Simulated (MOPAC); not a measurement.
MOPAC input (AM1):

```
AM1 PRECISE GNORM=0.05 LET XYZ CHARGE=-1 GEO-OK AUX(PRECISION=9) THREADS=1
CH3S

C    -1.12170049 1   -0.06477832 1   -0.00321981 1
S     0.70892160 1    0.04094030 1    0.00203494 1
H    -1.49834475 1   -0.72773810 1   -0.79531264 1
H    -1.51919535 1   -0.45321230 1    0.94541316 1
H    -1.59500260 1    0.91457557 1   -0.16334069 1
```

Task: What heat of formation does the run end on?

Result: -16.99 kcal/mol.
